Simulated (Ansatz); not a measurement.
The input, for Ansatz 0.2.0:

```yaml
crystal:
  periodic: [false, false, false]
  atoms:
    - {symbol: Al, position_ang: [0.000000, -0.020535, -1.190599]}
    - {symbol: Al, position_ang: [0.000000, -0.020535, 1.354501]}
    - {symbol: H, position_ang: [0.000000, 2.538331, -2.481397]}
    - {symbol: H, position_ang: [0.000000, -1.438935, -1.906099]}
basis:
  gaussian: {orbitals: "6-31G*"}
magnetization: {spin_polarized: true, initial_magnetization: 2}
hamiltonian: {xc: {name: PBE0}}
correlation: {method: ccsd_t, electrons: all}
output: {forces: true}
```

```sh
$ ansatz run in.yaml --threads 1 --pin off --events-out ev --progress --plain --max-ram 2393MiB
```

The program prints:

```
395 factors; integrals over basis functions are off by at most 1.2e-3 eV
mean field evaluation 1: about -13213.0252 eV, gradient 8.2e0 eV
mean field evaluation 2: about -13213.0278 eV, gradient 8.2e0 eV
mean field evaluation 4: about -13214.2254 eV, gradient 1.8e0 eV
mean field evaluation 8: about -13214.4079 eV, gradient 1.6e-1 eV
mean field evaluation 16: about -13214.4090 eV, gradient 1.5e-3 eV
mean field evaluation 32: about -13211.4113 eV, gradient 7.6e0 eV
mean field -13214.40904573 eV, -485.6205753825 hartree, gradient 8.7e-6 eV, S^2 2.219724; 3 other end points of the search recorded, 0 dependent functions left out
reference -13192.03094682 eV, -484.7981954160 hartree; 15, 13 occupied and 27, 29 virtual orbitals, 395 factors
second order -3.00301711 eV of doubles, -0.26320972 eV of singles
cycle   1  -3.67041330 eV  change   -4.0e-1 eV  update   8.0e-2
cycle   2  -3.90434519 eV  change   -2.3e-1 eV  update   3.9e-2
cycle   3  -3.93977141 eV  change   -3.5e-2 eV  update   2.2e-2
cycle   4  -3.95938780 eV  change   -2.0e-2 eV  update   1.7e-2
...
cycle  18  -4.00295203 eV  change    5.4e-6 eV  update   1.3e-5
cycle  19  -4.00294740 eV  change    4.6e-6 eV  update   7.2e-6
cycle  20  -4.00294481 eV  change    2.6e-6 eV  update   4.6e-6
cycle  21  -4.00294236 eV  change    2.4e-6 eV  update   3.1e-6
cycle  22  -4.00293754 eV  change    4.8e-6 eV  update   2.3e-6
cycle  23  -4.00293483 eV  change    2.7e-6 eV  update   1.2e-6
cycle  24  -4.00293403 eV  change    7.9e-7 eV  update   6.9e-7
cycle  25  -4.00293366 eV  change    3.7e-7 eV  update   4.0e-7
cycle  26  -4.00293339 eV  change    2.7e-7 eV  update   2.1e-7
cycle  27  -4.00293321 eV  change    1.9e-7 eV  update   1.3e-7
perturbative correction -0.18939976 eV, -0.0069603129 hartree
the calculation of the forces begins
Total energy: -13196.22327979 eV, -484.9522608110 hartree
Atom 0 at     0.000000    -0.020535    -1.190599 Å, force    -0.000000     1.064308    -0.187908 eV/Å
Atom 1 at     0.000000    -0.020535     1.354501 Å, force    -0.000000     0.070994     0.043529 eV/Å
Atom 2 at     0.000000     2.538331    -2.481397 Å, force    -0.000000    -0.826688     0.420735 eV/Å
Atom 3 at     0.000000    -1.438935    -1.906099 Å, force     0.000000    -0.308614    -0.276356 eV/Å
Dipole moment:    -0.000000    -0.033786     0.217841 e Å
```

Forces (eV/Å):
```
Al   0.000  1.064 -0.188
Al   0.000  0.071  0.044
H    0.000 -0.827  0.421
H    0.000 -0.309 -0.276
```

Ran on 1 thread of Intel Xeon 6975P-C, shared host: 13 s wall, 0.23 GiB peak host memory.
